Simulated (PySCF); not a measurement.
## Which proton of hydrogen fluoride is most acidic?

Parent: hydrogen fluoride, `F` (HF). Atom numbers as in the mapped SMILES `[FH:1]`.

Computed at ωB97X-D3(BJ)/ma-def2-TZVP // PBE0-D3(BJ)/ma-def2-SVP with PySCF (density fitting, grid level 2). The prefix ma- adds one diffuse s and one diffuse p function on all atoms but H. Zero-point and thermal terms (298.15 K, 1 bar) come from unscaled PBE0-D3(BJ)/ma-def2-SVP harmonic frequencies, with soft modes damped to free rotors in the entropy.

```
         site  product  ΔH(acid) / kJ/mol  ΔG(acid) / kJ/mol
F1 (fluorine)     [F]-               1543               1519
```

ΔH and ΔG refer to AH → A⁻ + H⁺ in the gas phase.

In 1,4-dioxane the product from F1 is solvated 191 kJ/mol more strongly than the parent (electrostatics only).

In THF the product from F1 is solvated 300 kJ/mol more strongly than the parent (electrostatics only).

Against the Active Thermochemical Tables (version 1.112): F1 1554 (computed 1543, error -10) kJ/mol.

Measured values (NIST Chemistry WebBook, evaluated or the median of agreeing entries): deprotonation enthalpy (ΔH) 1555 kJ/mol (computed 1543, difference -12); gas-phase acidity (ΔG) 1530 kJ/mol (computed 1519, difference -11).

Run with `OMP_NUM_THREADS=1 python redox_run.py task.json out` on 1 thread of Arm Neoverse V1, a shared host. Structures, frequencies and single points: 2.8 s of wall time.

Differences come from unrounded values, so a last digit can differ from that of the printed terms.
